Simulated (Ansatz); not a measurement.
The first iterations of a band of CH4SSi (7 atoms, charge 0, multiplicity 1).

All numbers below come from Ansatz 0.2.0, RKS PBE0/def2-SVP.

```yaml
movable_images: 1
climbing_image: no
spring: 5.0 eV/Å²
optimiser: quadratic models (default)
start_path: through a guess of the saddle point
force_threshold: 0.05 eV/Å
iteration_limit: 60
end_points: relaxed
```

Initial state:

```xyz
7
Properties=species:S:1:pos:R:3
Si -1.085 0.152 -0.669
C 0.186 -0.083 0.474
S 1.854 0.394 0.224
H -0.851 0.765 -1.999
H -2.498 -0.039 -0.259
H -0.063 -0.501 1.457
H 2.456 -0.688 0.772
```

Final state:

```xyz
7
Properties=species:S:1:pos:R:3
Si -0.947 0.147 -0.580
C 0.124 -0.193 0.730
S 1.862 -0.231 0.864
H -0.455 0.506 -1.933
H -2.412 0.102 -0.366
H -0.340 -0.447 1.691
H 2.168 0.116 -0.406
```

| iteration | highest image above the first end (eV) | largest band force component (eV/Å) |
| --- | --- | --- |
| 1 | 0.178 | 3.037 |
| 2 | 0.189 | 1.427 |

Problem. Does the band converge within its limit, and where does its top end?

Solution. It converged. It ended after 7 iterations with the highest image 0.085 eV above the first end. No image climbed, so the highest image needn't sit at the top of the path. So few images can step over the top or miss a turn of the path.

Run time: 21 s on 1 thread of Arm Neoverse V1, on a shared host, peak memory 0.13 GiB.
